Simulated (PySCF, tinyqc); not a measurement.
Coupled-perturbed Hartree-Fock on RHF in the sto-3g basis, for BH, spin multiplicity 1, step by step. The lowest restricted solution is unstable here: a spin-polarised one lies 0.0056 hartree lower (PySCF). One step of it, computed by the program tinyqc.

Question. Integrals over molecular orbitals. (pq|rs) = sum C_ip C_jq C_kr C_ls (ij|kl), one index at a time.

coefficients C:
```
              MO1        MO2        MO3        MO4       MO5        MO6
1B 1s    0.992572  -0.246366  -0.162123   0.000000  0.000000  -0.098791
1B 2s    0.026847   0.796808   0.613907   0.000000  0.000000   0.421206
1B 2px   0.000000   0.000000   0.000000   0.997525  0.070313   0.000000
1B 2py   0.000000   0.000000   0.000000  -0.070313  0.997525   0.000000
1B 2pz   0.003674   0.128835  -0.575193   0.000000  0.000000   0.889080
2H 1s   -0.004418   0.416799  -0.544883   0.000000  0.000000  -0.878481
```

core Hamiltonian H = T + V (hartree), lower triangle:
```
             1B 1s      1B 2s     1B 2px     1B 2py     1B 2pz      2H 1s
1B 1s   -12.649563
1B 2s    -3.275798  -3.738910
1B 2px    0.000000   0.000000  -2.922530
1B 2py    0.000000   0.000000   0.000000  -2.922530
1B 2pz   -0.010139  -0.099952   0.000000   0.000000  -2.986135
2H 1s    -0.320676  -0.914333   0.000000   0.000000  -0.945203  -2.104885
```

Two-electron integrals (ij|kl) in chemists' order, unique and non-zero (hartree):
```
(11|11) 2.923513   (21|11) 0.518376   (21|21) 0.109262   (22|11) 0.744229
(22|21) 0.193177   (22|22) 0.544804   (31|31) 0.020264   (32|31) 0.029996
(32|32) 0.120346   (33|11) 0.742491   (33|21) 0.193240   (33|22) 0.544682
(33|33) 0.586773   (41|41) 0.020264   (42|41) 0.029996   (42|42) 0.120346
(43|43) 0.031630   (44|11) 0.742491   (44|21) 0.193240   (44|22) 0.544682
(44|33) 0.523513   (44|44) 0.586773   (51|51) 0.020264   (52|51) 0.029996
(52|52) 0.120346   (53|53) 0.031630   (54|54) 0.031630   (55|11) 0.742491
(55|21) 0.193240   (55|22) 0.544682   (55|33) 0.523513   (55|44) 0.523513
(55|55) 0.586773   (61|11) 0.049766   (61|21) 0.010455   (61|22) 0.018566
(61|33) 0.018489   (61|44) 0.018489   (61|51) 0.000726   (61|52) 0.001354
(61|55) 0.018730   (61|61) 0.001029   (62|11) 0.147253   (62|21) 0.038973
(62|22) 0.124744   (62|33) 0.120973   (62|44) 0.120973   (62|51) 0.004217
(62|52) 0.028115   (62|55) 0.132156   (62|61) 0.003976   (62|62) 0.043853
(63|31) 0.003474   (63|32) 0.017212   (63|53) 0.004939   (63|63) 0.004163
(64|41) 0.003474   (64|42) 0.017212   (64|54) 0.004939   (64|64) 0.004163
(65|11) 0.150416   (65|21) 0.040272   (65|22) 0.135800   (65|33) 0.128893
(65|44) 0.128893   (65|51) 0.007064   (65|52) 0.044229   (65|55) 0.149455
(65|61) 0.004255   (65|62) 0.055403   (65|65) 0.072727   (66|11) 0.327558
(66|21) 0.088145   (66|22) 0.320246   (66|33) 0.303334   (66|44) 0.303334
(66|51) 0.009859   (66|52) 0.090516   (66|55) 0.353582   (66|61) 0.009055
(66|62) 0.154889   (66|65) 0.210625   (66|66) 0.774606
```

Give: one-electron integrals over orbitals h = C^T H C; Two-electron integrals over orbitals.

Answer.

one-electron integrals over orbitals h = C^T H C (hartree), lower triangle:
```
         1       2       3       4       5       6
1  -12.637
2    0.304  -2.934
3    0.189  -0.245  -2.671
4    0.000   0.000   0.000  -2.923
5    0.000   0.000   0.000   0.000  -2.923
6    0.117  -0.430   0.363   0.000   0.000  -2.475
```

Two-electron integrals over orbitals (pq|rs), unique and non-zero (hartree):
```
(11|11) 2.893       (21|11) -0.268      (21|21) 0.040       (22|11) 0.619
(22|21) -0.009      (22|22) 0.487       (31|11) -0.173      (31|21) 0.024
(31|22) -0.014      (31|31) 0.024       (32|11) 0.136       (32|21) -0.008
(32|22) -0.030      (32|31) 0.006       (32|32) 0.114       (33|11) 0.601
(33|21) -0.010      (33|22) 0.437       (33|31) 3.15e-03    (33|32) 0.027
(33|33) 0.488       (41|41) 0.022       (42|41) 0.023       (42|42) 0.078
(43|41) 0.015       (43|42) 0.044       (43|43) 0.044       (44|11) 0.742
(44|21) -0.010      (44|22) 0.467       (44|31) -0.006      (44|32) 0.074
(44|33) 0.453       (44|44) 0.587       (51|51) 0.022       (52|51) 0.023
(52|52) 0.078       (53|51) 0.015       (53|52) 0.044       (53|53) 0.044
(54|54) 0.032       (55|11) 0.742       (55|21) -0.010      (55|22) 0.467
(55|31) -0.006      (55|32) 0.074       (55|33) 0.453       (55|44) 0.524
(55|55) 0.587       (61|11) -0.106      (61|21) 0.018       (61|22) 0.005
(61|31) -7.46e-04   (61|32) -0.016      (61|33) -0.015      (61|44) -3.60e-03
(61|55) -3.60e-03   (61|61) 0.022       (62|11) 0.161       (62|21) -2.79e-03
(62|22) 0.046       (62|31) -0.013      (62|32) 0.035       (62|33) -0.012
(62|44) 0.087       (62|55) 0.087       (62|61) 0.011       (62|62) 0.102
(63|11) -0.151      (63|21) 3.86e-03    (63|22) 4.23e-03    (63|31) -4.75e-03
(63|32) -0.103      (63|33) -0.037      (63|44) -0.081      (63|55) -0.081
(63|61) 0.010       (63|62) -0.061      (63|63) 0.123       (64|41) 0.008
(64|42) 0.030       (64|43) 9.46e-04    (64|64) 0.027       (65|51) 0.008
(65|52) 0.030       (65|53) 9.46e-04    (65|65) 0.027       (66|11) 0.621
(66|21) -0.007      (66|22) 0.500       (66|31) -0.014      (66|32) -0.060
(66|33) 0.463       (66|44) 0.448       (66|55) 0.448       (66|61) 0.009
(66|62) 0.015       (66|63) 0.034       (66|66) 0.553
```
